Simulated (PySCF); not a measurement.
C3H6OS.
Atom-mapped SMILES: `[CH2:1]=[CH:2][S@@:3]([CH3:4])=[O:5]` (hydrogens: H6, H7 on C1; H8 on C2; H9, H10, H11 on C4)

The same species was optimised twice, with GFN2-xTB and with PBE0-D3(BJ)/def2-SVP (PySCF), and the same property calculations (PySCF, gas phase) were run on both structures.

```json
{"coordinate": "S3=O5 (Å)", "GFN2-xTB": "1.462", "PBE0-D3(BJ)/def2-SVP": "1.501", "change": "+0.039"}
{"coordinate": "S3–C4 (Å)", "GFN2-xTB": "1.856", "PBE0-D3(BJ)/def2-SVP": "1.819", "change": "-0.037"}
{"coordinate": "C2–S3 (Å)", "GFN2-xTB": "1.821", "PBE0-D3(BJ)/def2-SVP": "1.797", "change": "-0.024"}
{"coordinate": "C2–H8 (Å)", "GFN2-xTB": "1.077", "PBE0-D3(BJ)/def2-SVP": "1.095", "change": "+0.018"}
{"coordinate": "C1–H6 (Å)", "GFN2-xTB": "1.080", "PBE0-D3(BJ)/def2-SVP": "1.096", "change": "+0.016"}
{"coordinate": "C4–H11 (Å)", "GFN2-xTB": "1.084", "PBE0-D3(BJ)/def2-SVP": "1.100", "change": "+0.016"}
{"coordinate": "C1–H7 (Å)", "GFN2-xTB": "1.077", "PBE0-D3(BJ)/def2-SVP": "1.093", "change": "+0.016"}
{"coordinate": "C4–H9 (Å)", "GFN2-xTB": "1.084", "PBE0-D3(BJ)/def2-SVP": "1.099", "change": "+0.015"}
{"coordinate": "C1=C2 (Å)", "GFN2-xTB": "1.314", "PBE0-D3(BJ)/def2-SVP": "1.328", "change": "+0.014"}
{"coordinate": "C4–H10 (Å)", "GFN2-xTB": "1.085", "PBE0-D3(BJ)/def2-SVP": "1.098", "change": "+0.013"}
{"coordinate": "C2–S3–C4 (°)", "GFN2-xTB": "93.1", "PBE0-D3(BJ)/def2-SVP": "96.2", "change": "+3.1"}
{"coordinate": "C1–C2–S3 (°)", "GFN2-xTB": "119.9", "PBE0-D3(BJ)/def2-SVP": "117.6", "change": "-2.3"}
{"coordinate": "H6–C1–H7 (°)", "GFN2-xTB": "117.4", "PBE0-D3(BJ)/def2-SVP": "119.6", "change": "+2.2"}
{"coordinate": "S3–C2–H8 (°)", "GFN2-xTB": "114.4", "PBE0-D3(BJ)/def2-SVP": "116.6", "change": "+2.2"}
{"coordinate": "S3–C4–H11 (°)", "GFN2-xTB": "108.5", "PBE0-D3(BJ)/def2-SVP": "110.5", "change": "+2.0"}
{"coordinate": "C2–C1–H7 (°)", "GFN2-xTB": "123.7", "PBE0-D3(BJ)/def2-SVP": "121.9", "change": "-1.8"}
{"coordinate": "S3–C4–H9 (°)", "GFN2-xTB": "109.2", "PBE0-D3(BJ)/def2-SVP": "107.8", "change": "-1.4"}
{"coordinate": "S3–C4–H10 (°)", "GFN2-xTB": "107.5", "PBE0-D3(BJ)/def2-SVP": "106.3", "change": "-1.2"}
{"coordinate": "C1–C2–S3–C4 (°)", "GFN2-xTB": "-110", "PBE0-D3(BJ)/def2-SVP": "-117", "change": "-7"}
```

Rotational constants: A = 6201, B = 3539, C = 2761 MHz (GFN2-xTB) against A = 6376, B = 3528, C = 2729 MHz (PBE0-D3(BJ)/def2-SVP). Point groups within 0.08 Å: C1 and C1. Atoms that the bonding makes alike are paired by their places after alignment.

On the GFN2-xTB structure: HOMO (eV) -6.79 [PBE0/pcSseg-1]; LUMO (eV) -0.49 [PBE0/pcSseg-1]; dipole (D) 3.51 [PBE0/pcSseg-1]; GIAO shielding of C1 (ppm) 62.6 [PBE0/pcSseg-1]; GIAO shielding of C2 (ppm) 29.0 [PBE0/pcSseg-1]; GIAO shielding of S3 (ppm) 203.8 [PBE0/pcSseg-1]; GIAO shielding of C4 (ppm) 138.1 [PBE0/pcSseg-1]; GIAO shielding of O5 (ppm) 297.6 [PBE0/pcSseg-1].

What do these properties become on the PBE0-D3(BJ)/def2-SVP structure?

```csv
property,level,on GFN2-xTB,on PBE0-D3(BJ)/def2-SVP,change
HOMO (eV),PBE0/pcSseg-1,-6.79,-6.72,+0.07
LUMO (eV),PBE0/pcSseg-1,-0.49,-0.57,-0.08
dipole (D),PBE0/pcSseg-1,3.51,3.72,+0.21
"energy, GFN2-xTB geometry as zero (kcal/mol)",PBE0/pcSseg-1,0.0,-2.4,-2.4
GIAO shielding of C1 (ppm),PBE0/pcSseg-1,62.6,55.1,-7.5
GIAO shielding of C2 (ppm),PBE0/pcSseg-1,29.0,30.7,+1.7
GIAO shielding of S3 (ppm),PBE0/pcSseg-1,203.8,210.0,+6.2
GIAO shielding of C4 (ppm),PBE0/pcSseg-1,138.1,140.6,+2.5
GIAO shielding of O5 (ppm),PBE0/pcSseg-1,297.6,283.1,-14.5
```

The heavy atoms differ by 0.058 Å rms after alignment. Among all bonds S3=O5 changes most (+0.039 Å). Changes are differences of the printed values. Neither structure is proved a minimum here.

Shape of the structure used: `[CH2:1]=[CH:2][S@@:3]([CH3:4])=[O:5]`: C1–C2–S3–C4 -117°.
